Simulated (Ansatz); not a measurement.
Vanadium, bcc: convergence with cold smearing

Computed with Ansatz, PBE, scalar-relativistic PAW, on the relaxed cell (a = 2.998 Å; spin not included). Errors count from a run at 420 eV on a Γ-centred 24×24×24 mesh with Fermi-Dirac smearing of 0.1 eV, extrapolated to zero width. Fixed here: cutoff 420 eV, mesh 15×15×15. The SCF starts from atomic densities corrected by a trained network.

```tsv
width (eV)	E(σ→0) error (meV/atom)	F error (meV/atom)	P (GPa)	SCF iterations
0.01	-2.3	-2.3	-0.59	5
0.03	-2.3	-2.2	-0.60	5
0.1	-2.0	-1.3	-0.57	5
0.2	-0.3	1.4	-0.47	5
0.3	1.5	3.6	-0.45	5
1.0	22.2	27.9	-0.27	5
```

Question: What does the run at 0.6 give (width)?

Answer: E(σ→0) error (meV/atom): 3.7; F error (meV/atom): 13.2; P (GPa): -0.80; SCF iterations: 5.
